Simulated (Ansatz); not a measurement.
Consider the substitution at a C–C bond: `CC(F)CCF` + `N=CO` → `N=COCF` + `CC(C)F`.

Calculated with Ansatz (gas phase, PBE0-D4/def2-TZVP geometries, no zero-point term in ΔE). CCSD(T)/CBS is the MP2 limit (def2-TZVPP, def2-QZVPP) plus CCSD(T) − MP2 in def2-TZVPP, frozen cores. This one scheme is used for every species. DFT in def2-TZVPP. B3LYP here is the variant with VWN-RPA as its local correlation; programs differ in this. One conformer a species, not always the lowest.

`CC(F)CCF`:

Z-matrix (Å, degrees):
```
C
C 1 1.506
H 1 1.091 2 110.4
H 1 1.092 2 110.2 3 119.7
H 1 1.093 2 110.6 3 -120.3
F 2 1.397 1 108.5 3 56.7
C 2 1.513 1 113.5 3 176.7
H 2 1.095 1 110.6 3 -59.3
C 7 1.507 2 113.3 1 177.5
H 7 1.094 2 109.2 1 55.6
H 7 1.096 2 108.8 1 -61.3
F 9 1.387 7 109.9 2 -65.5
H 9 1.093 7 111.2 2 53.6
H 9 1.093 7 111.1 2 175.6
```

`N=CO`:

```xyz
6

N     0.055   -0.976   -0.346
C     0.227    0.195    0.080
O    -0.795    1.019    0.327
H     0.940   -1.455   -0.476
H     1.176    0.688    0.301
H    -1.603    0.529    0.114
```

`N=COCF`:

Z-matrix (Å, degrees):
```
C
F 1 1.350
O 1 1.397 2 106.3
H 1 1.096 2 108.9 3 119.2
H 1 1.097 2 108.9 3 -119.2
C 3 1.349 1 117.2 2 179.9
N 6 1.258 3 130.3 1 0.0
H 6 1.088 3 109.0 1 -180.0
H 7 1.017 6 114.4 3 0.0
```

`CC(C)F`:

Cartesian coordinates in Å:
```
C 1.046 0.724 0.199
C -0.390 0.405 -0.130
C -0.732 -1.059 -0.018
F -0.639 0.813 -1.442
H 1.246 1.787 0.055
H 1.261 0.470 1.240
H 1.719 0.152 -0.443
H -1.062 0.998 0.502
H -0.079 -1.652 -0.663
H -1.767 -1.236 -0.313
H -0.603 -1.401 1.012
```

Question: Is it downhill or uphill in electronic energy at CCSD(T)/CBS, and by how much? (An estimate is asked.)

Answer: The calculation gave: Uphill: ΔE = +51.5 kJ/mol.

Question: What do these levels give: BLYP-D4, B3LYP-D4, BHLYP-D4, PBE, BLYP, B3LYP, r2SCANh, HF/def2-SVP, CCSD/def2-SVP, CCSD/def2-TZVPP, MP2/def2-QZVPP, SCS-MP2/def2-QZVPP? (Estimate.)

Answer: Ansatz gave: BLYP-D4 44.1, B3LYP-D4 46.1, BHLYP-D4 47.3, PBE 46.2, BLYP 42.5, B3LYP 44.8, r2SCANh 46.8, HF/def2-SVP 45.5, CCSD/def2-SVP 50.8, CCSD/def2-TZVPP 48.9, MP2/def2-QZVPP 53.3, SCS-MP2/def2-QZVPP 50.4 kJ/mol.

Question: What do rigid-rotor, harmonic-oscillator terms from PBE0-D4/def2-TZVP frequencies (298.15 K, 1 bar) make of the CCSD(T)/CBS value? (Estimate.)

Answer: The calculation gave: ΔZPE = -2.1 kJ/mol, ΔH = +49.6 kJ/mol, ΔS = 7 J/(mol·K), ΔG = +47.6 kJ/mol.

Largest T1 diagnostic among the species: 0.014.

In def2-TZVPP, CCSD(T) changes the Hartree–Fock value by +5.5 kJ/mol (the triples alone add −0.7 kJ/mol) and MP2 by +8.8 kJ/mol. Leaving LDA and LC-ωPBE aside and taking each functional with its dispersion term where it has one, the values, not all of them listed here, spread over 6.6 kJ/mol, from BLYP-D4 to ωB97M-V. From BLYP to BHLYP (50 % exact exchange), in def2-TZVPP and without D4, ΔE moves by +3.7 kJ/mol.
